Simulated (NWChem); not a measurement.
System: DMSO (C2H6OS); SMILES CS(C)=O

Input file for NWChem:

```
start job
memory heap 200 mb stack 900 mb global 1100 mb
geometry units angstroms noautoz
  C      0.821751     1.355139     0.192035
  S     -0.208845     0.000494    -0.442998
  C      0.815102    -1.359108     0.192193
  O     -1.460187     0.003604     0.385430
  H      0.284641     2.283002    -0.046643
  H      1.809545     1.356207    -0.291297
  H      0.904558     1.247703     1.283356
  H      0.898395    -1.251962     1.283505
  H      0.273472    -2.284361    -0.046403
  H      1.802895    -1.365054    -0.291107
end
basis spherical
  * library def2-svp
end
dft
  xc b3lyp
  iterations 150
  mulliken
end
task dft energy
```

Parts of the log:

```
             Northwest Computational Chemistry Package (NWChem) 7.3.0
             --------------------------------------------------------

 CS  symmetry detected

                             Geometry "geometry" -> ""
                             -------------------------

 Output coordinates in angstroms (scale by  1.889725989 to convert to a.u.)

  No.       Tag          Charge          X              Y              Z
 ---- ---------------- ---------- -------------- -------------- --------------
    1 C                    6.0000     0.79538773     0.20644598     1.35712757
    2 S                   16.0000    -0.21654548    -0.45283493     0.00000000
    3 C                    6.0000     0.79538773     0.20644598    -1.35712757
    4 O                    8.0000    -1.48717431     0.34570235     0.00000000
    5 H                    1.0000     0.26182357    -0.04490757     2.28368833
    6 H                    1.0000     1.79436178    -0.25332259     1.36063456
    7 H                    1.0000     0.85254933     1.29942429     1.24983630
    8 H                    1.0000     0.85254933     1.29942429    -1.24983630
    9 H                    1.0000     0.26182357    -0.04490757    -2.28368833
   10 H                    1.0000     1.79436178    -0.25332259    -1.36063456

 Effective nuclear repulsion energy (a.u.)     183.2216306204

      Symmetry information
      --------------------

 Group name             Cs
 Group number              2
 Group order               2
 No. of unique centers     6

                                 NWChem DFT Module
                                 -----------------

 Summary of "ao basis" -> "ao basis" (spherical)
 ------------------------------------------------------------------------------
       Tag                 Description            Shells   Functions and Types
 ---------------- ------------------------------  ------  ---------------------
 C                          def2-svp                 6       14   3s2p1d
 S                          def2-svp                 8       18   4s3p1d
 O                          def2-svp                 6       14   3s2p1d
 H                          def2-svp                 3        5   2s1p

      Symmetry analysis of basis
      --------------------------

        a'         52
        a"         38

            General Information
            -------------------
          SCF calculation type: DFT
          Wavefunction type:  closed shell.
          No. of atoms     :    10
          No. of electrons :    42
           Alpha electrons :    21
            Beta electrons :    21
          Charge           :     0
          Spin multiplicity:     1
          Use of symmetry is: on ; symmetry adaption is: on
          Maximum number of iterations: 150
          AO basis - number of functions:    90
                     number of shells:    44
          Convergence on energy requested:  1.00D-06
          Convergence on density requested:  1.00D-05
          Convergence on gradient requested:  5.00D-04

              XC Information
              --------------
                         B3LYP Method XC Potential
                     Hartree-Fock (Exact) Exchange  0.200
                        Slater Exchange Functional  0.800 local
                    Becke 1988 Exchange Functional  0.720 non-local
              Lee-Yang-Parr Correlation Functional  0.810
                  VWN I RPA Correlation Functional  0.190 local

             Grid Information
             ----------------
          Grid used for XC integration:  medium
          Radial quadrature: Mura-Knowles
          Angular quadrature: Lebedev.
          Tag              B.-S. Rad. Rad. Pts. Rad. Cut. Ang. Pts.
          ---              ---------- --------- --------- ---------
          C                   0.70       49          10.0       434
          S                   1.00       88           8.0       590
          O                   0.60       49          10.0       434
          H                   0.35       45          12.0       434
          Grid pruning is: on
          Number of quadrature shells:   321
          Spatial weights used:  Erf1

      Superposition of Atomic Density Guess
      -------------------------------------

 Sum of atomic energies:        -550.28376742

      Non-variational initial energy
      ------------------------------

 Total energy =    -552.317453
 1-e energy   =   -1120.389379
 2-e energy   =     384.850296
 HOMO         =      -0.276342
 LUMO         =       0.099686

      Symmetry analysis of molecular orbitals - initial
      -------------------------------------------------

  Numbering of irreducible representations:

     1 a'          2 a"

  Orbital symmetries:

     1 a'          2 a'          3 a'          4 a"          5 a'
     6 a'          7 a"          8 a'          9 a'         10 a'
    11 a"         12 a'         13 a'         14 a'         15 a"
    16 a'         17 a"         18 a'         19 a"         20 a"
    21 a'         22 a"         23 a'         24 a'         25 a'
    26 a'         27 a"         28 a'         29 a"         30 a"
    31 a'

     ---------------------------------------------
      Total Density - Mulliken Population Analysis
     ---------------------------------------------

    Atom       Charge   Shell Charges
 -----------   ------   -------------------------------------------------------
    1 C    6     6.24   1.99  0.96  0.23  1.98  1.07  0.02
    2 S   16    15.17   2.00  1.99  1.13  0.60  5.93  1.49  1.82  0.21
    3 C    6     6.24   1.99  0.96  0.23  1.98  1.07  0.02
    4 O    8     9.04   1.99  1.13  0.74  3.11  2.05  0.01
    5 H    1     0.89   0.67  0.19  0.02
    6 H    1     0.87   0.65  0.19  0.02
    7 H    1     0.89   0.66  0.21  0.02
    8 H    1     0.89   0.66  0.21  0.02
    9 H    1     0.89   0.67  0.19  0.02
   10 H    1     0.87   0.65  0.19  0.02

   convergence    iter        energy       DeltaE   RMS-Dens  Diis-err
 ---------------- ----- ----------------- --------- --------- ---------
 d= 0,ls=0.0,diis     1   -552.8263542776 -7.36D+02  4.05D-02  1.08D+00
 d= 0,ls=0.0,diis     2   -552.1704656259  6.56D-01  3.27D-02  7.38D+00
 d= 0,ls=0.0,diis     3   -552.9507908724 -7.80D-01  3.81D-03  4.66D-02
 d= 0,ls=0.0,diis     4   -552.9542067301 -3.42D-03  1.62D-03  1.42D-02
 d= 0,ls=0.0,diis     5   -552.9559119416 -1.71D-03  2.07D-04  3.46D-04
  Resetting Diis
 d= 0,ls=0.0,diis     6   -552.9559569996 -4.51D-05  5.58D-05  3.33D-05
 d= 0,ls=0.0,diis     7   -552.9559612011 -4.20D-06  2.76D-05  8.38D-07
 d= 0,ls=0.0,diis     8   -552.9559612139 -1.28D-08  1.27D-05  8.75D-07
 d= 0,ls=0.0,diis     9   -552.9559613147 -1.01D-07  2.56D-06  6.04D-08

         Total DFT energy =     -552.955961314685
      One electron energy =    -1123.019785393900
           Coulomb energy =      434.246051010650
    Exchange-Corr. energy =      -47.403857551801
 Nuclear repulsion energy =      183.221630620366

 Numeric. integr. density =       41.999992399715

                  Occupations of the irreducible representations
                  ----------------------------------------------

                     irrep           alpha         beta
                     --------     --------     --------
                     a'               14.0         14.0
                     a"                7.0          7.0

                       DFT Final Molecular Orbital Analysis
                       ------------------------------------

 Vector   19  Occ=2.000000D+00  E=-3.507191D-01  Symmetry=a'
              MO Center= -6.2D-01, -3.0D-02, -6.3D-16, r^2= 2.6D+00
   Bfn.  Coefficient  Atom+Function         Bfn.  Coefficient  Atom+Function
  ----- ------------  ---------------      ----- ------------  ---------------
    50      0.396623   4 O  px               26      0.334180   2 S  py
    23      0.325734   2 S  py               53      0.252483   4 O  px
    18     -0.191827   2 S  s                20      0.177462   2 S  py
    49     -0.158168   4 O  s                71     -0.136247   7 H  s
    76     -0.136247   8 H  s                 5     -0.134634   1 C  py

 Vector   20  Occ=2.000000D+00  E=-2.612262D-01  Symmetry=a"
              MO Center= -9.4D-01,  2.4D-01, -5.3D-15, r^2= 2.0D+00
   Bfn.  Coefficient  Atom+Function         Bfn.  Coefficient  Atom+Function
  ----- ------------  ---------------      ----- ------------  ---------------
    52      0.553973   4 O  pz               55      0.429421   4 O  pz
     3     -0.193288   1 C  s                35      0.193288   3 C  s
     6      0.144262   1 C  pz               38      0.144262   3 C  pz
    31      0.133398   2 S  d  1              4      0.129333   1 C  px
    36     -0.129333   3 C  px               67      0.105625   6 H  s

 Vector   21  Occ=2.000000D+00  E=-2.228364D-01  Symmetry=a'
              MO Center= -8.0D-01,  2.4D-02,  6.9D-15, r^2= 2.2D+00
   Bfn.  Coefficient  Atom+Function         Bfn.  Coefficient  Atom+Function
  ----- ------------  ---------------      ----- ------------  ---------------
    51      0.468392   4 O  py               54      0.370716   4 O  py
    18      0.325153   2 S  s                26     -0.268397   2 S  py
    50      0.219649   4 O  px               23     -0.217432   2 S  py
     3     -0.202482   1 C  s                35     -0.202482   3 C  s
    53      0.201808   4 O  px               17      0.130247   2 S  s

[...]
```

Level: B3LYP/def2-SVP. Coordinates come from a PBE0/def2-SVP optimisation.
